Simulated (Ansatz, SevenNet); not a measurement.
For zinc-blende ZnSe, the machine-learned potential SevenNet-l3i5 (trained on PBE and PBE+U data) gives:

```
Item                              Result
------------------------------  --------
equilibrium lattice constant a   5.740 Å
bulk modulus B0                 58.0 GPa
```

Q: What does r²SCANh (plane waves, PAW; Ansatz, an electronic-structure program) give for the same quantities?

A: 
- lattice constant a: 5.664 Å (shrinks by 1.3 %)
- bulk modulus: 66.3 GPa (grows by 14 %)

For comparison: lattice constant a 5.668 Å (measured, room temperature, not corrected to a static lattice; as tabulated in Albrecht et al. (1997), arXiv:cond-mat/9706128); bulk modulus 62.4 GPa (measured, temperature not stated, not corrected to a static lattice, our sources range from 62.4 to 69.3; as tabulated in Toher et al. (2017), arXiv:1611.05714).

Changes are worked out from the printed values.

Unless a cell is named, each level is at its own relaxed cell (SevenNet-l3i5 23.64, r²SCANh 22.71 Å³/atom).

Ansatz's density-functional and Hartree–Fock values are scalar-relativistic unless marked +SOC, with PAW data made under PBE.
